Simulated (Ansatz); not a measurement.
# LiMgH (triplet): wave-function methods side by side at scale of all distances = 1.768, cc-pVTZ

How much of the correlation energy of LiMgH (triplet) does each wave-function method recover here?

The runs use Ansatz 0.2.0, Gaussian basis; cc-pVTZ, core rule «outside noble gas», up to 6 orbitals frozen.

To be run: UHF; CCSD(T) on ROHF; CCSD(T) on UHF; BCCD(T) on ROHF; CCSDT(Q) on ROHF; CCSDT(Q) on UHF; Full CI.

28 further runs of the same task are left out: 16 for a known fault of the program, 10 that didn't finish, 2 set aside as unsound or not needed. Runs told in other sessions of the task aren't counted.

### Step 1. The geometry

The geometry derives from a PBE0/def2-TZVP stationary point (not a proven minimum). All distances are scaled together.

3 atoms, charge 0, spin multiplicity 3.

Atoms are counted from 1 here; the program's logs count them from 0.

No contacts short enough for the rule that draws bonds.

Coordinates:

```xyz
3

Li    0.0000   -0.2427    3.8642
Mg    0.0000   -0.0062   -1.1643
H     0.0000    1.8209    1.4660
```

### Step 2. UHF

The input, in.yaml:

```yaml
crystal:
  periodic: [false, false, false]
  atoms:
    - {symbol: Li, position_ang: [0.000000, -0.242742, 3.864205]}
    - {symbol: Mg, position_ang: [0.000000, -0.006191, -1.164332]}
    - {symbol: H, position_ang: [0.000000, 1.820875, 1.465991]}
basis:
  gaussian: {orbitals: cc-pVTZ}
magnetization: {spin_polarized: true, initial_magnetization: 2}
hamiltonian: {xc: hf}
output: {orbitals: {seedname: orbitals}}
```

On the command line:

```
> ansatz run in.yaml --threads 1 --pin off --events-out ev --progress --plain --max-ram 2393MiB
```

After this run come: CCSD(T) on ROHF; CCSD(T) on UHF; BCCD(T) on ROHF; CCSDT(Q) on ROHF; CCSDT(Q) on UHF; Full CI.

Before running them: what should the planned runs give, taken together? Wanted: FCI from the RHF energy; RMP2 from FCI; UMP2 from FCI; RCCSD from FCI; RCCSD(T) from FCI; UCCSD(T) from FCI; RCCSDT(Q) from FCI; UCCSDT(Q) from FCI; T1 diagnostic.

**Answer**, as computed:

```
                         quantity                                                                            value
          FCI from the ROHF energy                                                                       -1.0929 eV
                    RMP2 from FCI                                                                   +8.49 kcal/mol
                    UMP2 from FCI                                                                   +9.13 kcal/mol
                   RCCSD from FCI                                                                   +0.54 kcal/mol
                RCCSD(T) from FCI                                                                   +0.23 kcal/mol
                UCCSD(T) from FCI                                                                   +0.17 kcal/mol
               RCCSDT(Q) from FCI                                                                    0.00 kcal/mol
               UCCSDT(Q) from FCI                                                                   -0.01 kcal/mol
levels within 1 kcal/mol (43 meV)  RCCSD, UCCSD, RCCSD(T), UCCSD(T), BCCD(T), RCCSDT, UCCSDT, RCCSDT(Q), UCCSDT(Q)
                    T1 diagnostic                                                                            0.058
   effectively unpaired electrons                                                                             2.10
```

RCCSD(T) misses by +0.23 kcal/mol, 0.9 % of the correlation energy. The occupations are near whole numbers, but T1 = 0.058 shows that the orbitals relax strongly. These misses are within one basis, not against nature; the frozen cores of restricted and unrestricted runs differ, which can shift their rows.

Levels on UHF freeze UHF's core orbitals, full CI those of ROHF, so the U rows can settle a little off it for that reason alone.
